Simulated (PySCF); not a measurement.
**Working out the electron affinity of Si**

Si⁻ [Ne] 3s2 3p3 (4S) → Si [Ne] 3s2 3p2 (3P). All numbers are calculated (PySCF 2.14, the spin-free X2C one-electron Hamiltonian (Gaussian nucleus), in aug-cc-pVDZ-DK). Frozen: [Ne]. Energies in hartree (1 hartree = 27.21139 eV):

| part | Si⁻ (lower) | Si (upper) |
| --- | --- | --- |
| UHF | -289.484452 | -289.452928 |
| MP2 opposite-spin | -0.043883 | -0.038253 |
| MP2 same-spin | -0.019070 | -0.008249 |

Problem. What does Hartree-Fock give?

Solution. (-289.452928) − (-289.484452) = 0.031524 hartree = 0.858 eV.

Problem. What do MP2 and SCS-MP2 (6/5 opposite-spin, 1/3 same-spin) give?

Solution. The opposite-spin parts differ by 0.153 eV and the same-spin parts by 0.294 eV. MP2: 0.858 + (0.153) + (0.294) = 1.305 eV. SCS-MP2: 0.858 + 1.2 × (0.153) + (0.294)/3 = 1.140 eV.

A first-order spin-orbit estimate adds -0.016 eV to MP2 (valence), giving 1.289 eV against 1.390 eV (measured; photodetachment measurements, as compiled on the Wikipedia data page of electron affinities).

A double-zeta basis recovers only part of the correlation energy.

What remains against the reference includes basis incompleteness, the frozen core and correlation beyond second order.
